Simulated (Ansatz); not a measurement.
A nudged elastic band was laid between two geometries of CH4SSi (7 atoms, charge 0, multiplicity 1).

These are results of RKS PBE0/def2-SVP (Ansatz 0.2.0), not measurements.

| Quantity | Value |
| --- | --- |
| movable images | 5 |
| climbing image | yes |
| spring | 5.0 eV/Å² |
| optimiser | quadratic models (default) |
| start path | through a guess of the saddle point |
| force threshold | 0.05 eV/Å |
| iteration limit | 60 |
| end points | relaxed |

First end point:

```xyz
7
Properties=species:S:1:pos:R:3
Si -1.085 0.152 -0.669
C 0.186 -0.083 0.474
S 1.854 0.394 0.224
H -0.851 0.765 -1.999
H -2.498 -0.039 -0.259
H -0.063 -0.501 1.457
H 2.456 -0.688 0.772
```

Last end point:

```xyz
7
Properties=species:S:1:pos:R:3
Si -0.947 0.147 -0.580
C 0.124 -0.193 0.730
S 1.862 -0.231 0.864
H -0.455 0.506 -1.933
H -2.412 0.102 -0.366
H -0.340 -0.447 1.691
H 2.168 0.116 -0.406
```

**Question.** What changes between the two ends?

**Answer.** No bond is made or broken. The dihedral Si1–C2–S3–H7 goes from -140 to 1°.

**Question.** What energy profile does the band end with?

**Answer.** The run converged. The highest image is number 3 of 0 to 6, 0.086 eV above the first end and 0.110 eV above the last; the last end lies 0.023 eV below the first. A vibrational analysis at the climbing image gives one clearly imaginary mode, 241i cm⁻¹: a first-order saddle point.

| image | path coordinate (Å) | energy (eV) | dihedral Si1–C2–S3–H7 (°) |
| --- | --- | --- | --- |
| 0 | 0.00 | 0.000 | -140 |
| 1 | 0.41 | 0.015 | -121 |
| 2 | 0.82 | 0.057 | -98 |
| 3 | 1.23 | 0.086 | -73 |
| 4 | 1.61 | 0.057 | -48 |
| 5 | 1.99 | -0.002 | -23 |
| 6 | 2.38 | -0.023 | 1 |

**Question.** What is the geometry of the highest image?

**Answer.** 
```xyz
7
Properties=species:S:1:pos:R:3
Si -0.992 0.214 -0.567
C 0.124 -0.037 0.716
S 1.853 0.353 0.657
H -0.582 0.692 -1.911
H -2.418 -0.181 -0.427
H -0.250 -0.392 1.685
H 2.265 -0.649 -0.153
```

**Question.** What are the harmonic wavenumbers there?

**Answer.** 241i, 210, 388, 484, 563, 745, 757, 919, 933, 1027, 1219, 2271, 2301, 2677, 3179 cm⁻¹.

The band took 7 iterations and roughly 90 core-seconds.

Time of the run: 89 s on 1 thread of Arm Neoverse V1 (shared host), peak memory 0.13 GiB.
